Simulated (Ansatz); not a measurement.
# AlSiH (triplet): wave-function methods side by side at distance Si1–Al2 = 2.106 Å, 6-31G

How much of the correlation energy of AlSiH (triplet) does each wave-function method recover here?

The runs use Ansatz 0.2.0, Gaussian basis; 6-31G, core rule «outside noble gas», up to 10 orbitals frozen.

To be run: UHF; CCSD(T) on ROHF; CCSD(T) on UHF; BCCD(T) on ROHF; CISD; CCSDT(Q) on ROHF; CCSDT(Q) on UHF; CISDTQ; CCSDTQ on ROHF; CCSDTQ on UHF; CASSCF and MRCISD+Q, 4 electrons in 4 orbitals; CASSCF and NEVPT2, 4 electrons in 4 orbitals; CASSCF and MRCISD+Q, 8 electrons in 9 orbitals; CASSCF and NEVPT2, 8 electrons in 9 orbitals; Full CI.

17 further runs of the same task are left out: 13 that didn't finish, 4 set aside as unsound or not needed.

## Step 1: What is computed

The geometry derives from a PBE0/def2-TZVP stationary point (not a proven minimum). One bond is set to the value named and the two fragments are kept rigid.

3 atoms, charge 0, spin multiplicity 3.

Atoms are counted from 1 here; the program's logs count them from 0.

Bond lengths: Si1–Al2 2.106 Å, Al2–H3 1.599 Å. Angles: Si1–Al2–H3 180.0°.

Geometry (Å):

```xyz
3

Si    0.0000    0.0000    1.9370
Al    0.0000    0.0000   -0.1690
H     0.0000    0.0000   -1.7679
```

## Step 2: UHF

Input file in.yaml:

```yaml
crystal:
  periodic: [false, false, false]
  atoms:
    - {symbol: Si, position_ang: [0.000000, 0.000000, 1.936955]}
    - {symbol: Al, position_ang: [0.000000, 0.000000, -0.169045]}
    - {symbol: H, position_ang: [0.000000, 0.000000, -1.767911]}
basis:
  gaussian: {orbitals: 6-31G}
magnetization: {spin_polarized: true, initial_magnetization: 2}
hamiltonian: {xc: hf}
output: {orbitals: {seedname: orbitals}}
```

Run with:

```bash
ansatz run in.yaml --threads 1 --pin off --events-out ev --progress --plain --max-ram 2393MiB
```

The runs that follow: CCSD(T) on ROHF; CCSD(T) on UHF; BCCD(T) on ROHF; CISD; CCSDT(Q) on ROHF; CCSDT(Q) on UHF; CISDTQ; CCSDTQ on ROHF; CCSDTQ on UHF; CASSCF and MRCISD+Q, 4 electrons in 4 orbitals; CASSCF and NEVPT2, 4 electrons in 4 orbitals; CASSCF and MRCISD+Q, 8 electrons in 9 orbitals; CASSCF and NEVPT2, 8 electrons in 9 orbitals; Full CI.

Q: Predict the results of all the runs planned. Wanted: FCI below the RHF energy; RMP2 from FCI; UMP2 from FCI; RCCSD from FCI; RCCSD(T) from FCI; UCCSD(T) from FCI; RCCSDT(Q) from FCI; UCCSDT(Q) from FCI; NEVPT2 pair from FCI.

**Answer**, as computed:

```
                         quantity                                                                                                                                         value
         FCI below the RHF energy                                                                                                                                    -2.3186 eV
                    RMP2 from FCI                                                                                                                               +15.43 kcal/mol
                    UMP2 from FCI                                                                                                                               +15.26 kcal/mol
                   RCCSD from FCI                                                                                                                                +2.18 kcal/mol
                RCCSD(T) from FCI                                                                                                                                +0.70 kcal/mol
                UCCSD(T) from FCI                                                                                                                                +0.70 kcal/mol
               RCCSDT(Q) from FCI                                                                                                                                +0.02 kcal/mol
               UCCSDT(Q) from FCI                                                                                                                                +0.01 kcal/mol
             NEVPT2 pair from FCI                                                                                                                               +14.85 kcal/mol
           MRCISD+Q pair from FCI                                                                                                                                +0.07 kcal/mol
          NEVPT2 valence from FCI                                                                                                                                +4.93 kcal/mol
levels within 1 kcal/mol (43 meV)  RCCSD(T), UCCSD(T), BCCD(T), RCCSDT, UCCSDT, CISDTQ, RCCSDT(Q), UCCSDT(Q), RCCSDTQ, UCCSDTQ, MRCISD+Q pair, MRCISD valence, MRCISD+Q valence
                    T1 diagnostic                                                                                                                                         0.026
   effectively unpaired electrons                                                                                                                                          2.06
```

**Reading.** RCCSD(T) lands +0.70 kcal/mol from the yardstick (1.3 % of the correlation energy). One determinant dominates. Of the multireference levels listed MRCISD+Q pair comes nearest in total energy (+0.07 kcal/mol), which doesn't show that its space is the better one. These misses are within one basis, not against nature; the frozen cores of restricted and unrestricted runs differ, which can shift their rows.
